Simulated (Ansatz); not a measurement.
**CH3FSi (SMILES C=[SiH]F): one structure at several levels**

The task here is to estimate one member of a computed series from the others.

Method: single points in def2-TZVPP; program: Ansatz 0.2.0, Gaussian basis.

Correlated methods freeze the cores.

### The system as given

SMILES `C=[SiH]F`, 6 atoms, charge 0, spin multiplicity 1.

Atoms are counted from 1 here; the program's logs count them from 0.

Bond lengths: C1–Si2 1.640 Å, C1–H4 1.154 Å, C1–H5 1.101 Å, Si2–F3 1.629 Å, Si2–H6 1.489 Å. Angles: Si2–C1–H4 122.5°, Si2–C1–H5 121.3°, H4–C1–H5 112.8°, C1–Si2–F3 131.7°, C1–Si2–H6 115.8°, F3–Si2–H6 110.9°.

Geometry (Å):

```
C    -0.6996    0.3637   -0.5459
Si    0.5178   -0.1583    0.4219
F     1.0695   -1.6531    0.7591
H    -0.9824   -0.1704   -1.5291
H    -1.0541    1.4054   -0.5080
H     1.0377    0.8345    1.4026
```

The first run:

The input, run/in.yaml:

```yaml
crystal:
  periodic: [false, false, false]
  atoms:
    - {symbol: C, position_ang: [-0.699606, 0.363689, -0.545942]}
    - {symbol: Si, position_ang: [0.517821, -0.158313, 0.421852]}
    - {symbol: F, position_ang: [1.069502, -1.653137, 0.759096]}
    - {symbol: H, position_ang: [-0.982398, -0.170366, -1.529115]}
    - {symbol: H, position_ang: [-1.054144, 1.405356, -0.507969]}
    - {symbol: H, position_ang: [1.037730, 0.834533, 1.402588]}
basis:
  gaussian: {orbitals: def2-TZVPP}
hamiltonian: {xc: pbe, dispersion: d4}
output: {forces: true}
```

The run is started by

```bash
$ ansatz run in.yaml --threads 2 --pin off --events-out ev --progress --plain --max-ram 3481MiB
```

Among the steps run: PBE-D4/def2-TZVPP; r2SCAN-D4/def2-TZVPP; PBE0-D4/def2-TZVPP; wB97M-V/def2-TZVPP; CCSD(T)/def2-TZVPP.

One table of the session follows, with a row left open; its other results are not shown here.

```
   method  RMS force component (eV/Å)  angle to CCSD(T) forces (°)  dipole (D)
   PBE-D4                       1.271                          7.5        0.84
r2SCAN-D4                       1.323                          3.8        0.86
  PBE0-D4                       1.319                          5.0        0.93
  wB97M-V                           ?                            ?           ?
  CCSD(T)                       1.444                    reference        0.88
```

Estimate the missing values for wB97M-V.

As computed: RMS force component (eV/Å): 1.283; angle to CCSD(T) forces (°): 7.2; dipole (D): 0.95. In the column «RMS force component (eV/Å)» it lies between PBE-D4 (1.271) and PBE0-D4 (1.319).

Limits of these values: The reference is not at the basis limit: in triple zeta CCSD(T) underbinds, which counts against methods that bind more; the gaps are no ranking.
